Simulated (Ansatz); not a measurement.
We consider BaCeO3 (Pnma, No. 62), described by PBEsol+SOC (Ansatz, a program for electronic structure, PAW).

Settings: plane-wave cutoff 520 eV, 6×4×6 k mesh (along the axes of the cell as run), Fermi–Dirac smearing 0.01 eV, PAW data made under PBE.

Cell (relaxed with PBEsol):

```yaml
crystal:
  lattice:
    - [6.19275, 0.00000, 0.00000]
    - [0.00000, 8.72936, 0.00000]
    - [0.00000, 0.00000, 6.19644]
  atoms:
    - { symbol: Ba, position: [0.02607, 0.25000, 0.50843] }
    - { symbol: Ba, position: [0.97393, 0.75000, 0.49157] }
    - { symbol: Ba, position: [0.47393, 0.75000, 0.00843] }
    - { symbol: Ba, position: [0.52607, 0.25000, 0.99157] }
    - { symbol: Ce, position: [0.50000, 0.00000, 0.50000] }
    - { symbol: Ce, position: [0.00000, 0.00000, 0.00000] }
    - { symbol: Ce, position: [0.00000, 0.50000, 0.00000] }
    - { symbol: Ce, position: [0.50000, 0.50000, 0.50000] }
    - { symbol: O, position: [0.47963, 0.25000, 0.41723] }
    - { symbol: O, position: [0.52037, 0.75000, 0.58277] }
    - { symbol: O, position: [0.02037, 0.75000, 0.91723] }
    - { symbol: O, position: [0.97963, 0.25000, 0.08277] }
    - { symbol: O, position: [0.28061, 0.04515, 0.77946] }
    - { symbol: O, position: [0.71939, 0.95485, 0.22054] }
    - { symbol: O, position: [0.21939, 0.95485, 0.27946] }
    - { symbol: O, position: [0.78061, 0.04515, 0.72054] }
    - { symbol: O, position: [0.78061, 0.45485, 0.72054] }
    - { symbol: O, position: [0.21939, 0.54515, 0.27946] }
    - { symbol: O, position: [0.71939, 0.54515, 0.22054] }
    - { symbol: O, position: [0.28061, 0.45485, 0.77946] }
```

Problem. What does this level give for the band gap?

Solution. 
band gap: 1.98 eV (direct)

Note: the 4f shell is treated without U or exact exchange, so its levels and filling can be wrong.

Computed values are for the static lattice.

Computing time: around 2.3 core-hours (rough).
